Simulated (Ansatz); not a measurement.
A structure of CdTe relaxed with PBEsol (plane waves to 420 eV, PAW, scalar-relativistic; Ansatz, a first-principles code); single points at other levels follow on the same geometry (Ansatz, PAW; HSE06 at 420 eV on a 6×6×6 k-mesh; no spin-orbit coupling). Space group F-43m (No. 216).

```
CELL_PARAMETERS angstrom
      0.00000     3.24456     3.24456
      3.24456     0.00000     3.24456
      3.24456     3.24456     0.00000
ATOMIC_POSITIONS crystal
  Cd 0.00000 0.00000 0.00000
  Te 0.75000 0.75000 0.75000
```

```json
[
 {"level": "PBEsol", "gap (eV)": "0.65", "kind": "direct", "conduction minimum": "Γ"},
 {"level": "HSE06", "gap (eV)": "?", "kind": "–", "conduction minimum": "?"}
]
```

Problem. What belongs in the gaps?

Solution. 
- HSE06, gap (eV): 1.62
- HSE06, conduction minimum: Γ

No spin polarisation in the result.

Measured for CdTe: a 6.48 Å (room temperature; as listed in M J Lucero, T M Henderson, G E Scuseria, Journal of Physics Condensed Matter (2012)); gap 1.6 eV (0 K or low temperature; as listed in arXiv:1206.3780). Computed minus measured — a: PBEsol +0.1 %; gap: PBEsol -0.95 eV, HSE06 +0.02 eV. The computed values are for a static lattice, and a measured gap can be an optical one, lowered by exciton binding.

It was reached from a disturbed copy of a Cmmm (No. 65) cell, against which it lies -0.38 eV/atom.
